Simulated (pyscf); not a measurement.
AsH₃ (SMILES [AsH3]) + AlH (SMILES [AlH]) [singlet] → H₂Al–AsH₂ (SMILES [AlH2][AsH2]) (insertion; singlet surface; As–H broken, Al–As, Al–H formed). Structures and frequencies: ωB97X-D3(BJ)/def2-SVP in PySCF. MP2 and CC: frozen core, UHF for open shells. ΔMP2 is the change of the MP2 total energy from the triple- to the quadruple-zeta basis. Energies in kJ/mol from the separated reactants.

```tsv
level	barrier	reaction energy
PBE/def2-TZVP	27.0	-171.2
r²SCAN/def2-TZVP	27.6	-193.2
M06-2X/def2-TZVP	68.8	-167.0
HF/def2-TZVP	164.0	-152.9
CCSD/def2-TZVPP	?	-160.3
CCSD(T)/def2-TZVPP	70.8	-165.3
CCSD(T)/def2-TZVPP + ΔMP2(QZVPP)	?	?
```

**Question.** Complete the blanks.

**Answer.** 
- CCSD/def2-TZVPP, barrier: 91.8
- CCSD(T)/def2-TZVPP + ΔMP2(QZVPP), barrier: 66.2
- CCSD(T)/def2-TZVPP + ΔMP2(QZVPP), reaction energy: -170.7

On the reactant side the descent ends in an adduct with a Al–As contact, 43.2 kJ/mol under the separated species and 109.2 kJ/mol under the saddle at ωB97X-D3(BJ)/def2-TZVP. What is counted as formed (Al–As) is already present as a longer contact in the reactant adduct; forming that adduct is a step of its own. The same reactants have a lower exit, to AsH₃ + AlH [singlet] (barrier +56.7 kJ/mol at ωB97M-D3(BJ), against +86.8 kJ/mol here). One saddle was located; it need not be the lowest between these sides. One closed-shell reference is unstable to symmetry breaking; treat the single-reference values with care. The CCSD(T) − MP2 part came from Ansatz, without density fitting, on the same reference. The frozen core leaves the outer d or s,p core shells of the metals and heavy elements correlated in the MP2 and CC values, and def2-TZVPP describes them poorly, which can shift differences by a few kcal/mol. Elements up to Kr have no core potential and no relativistic terms here.
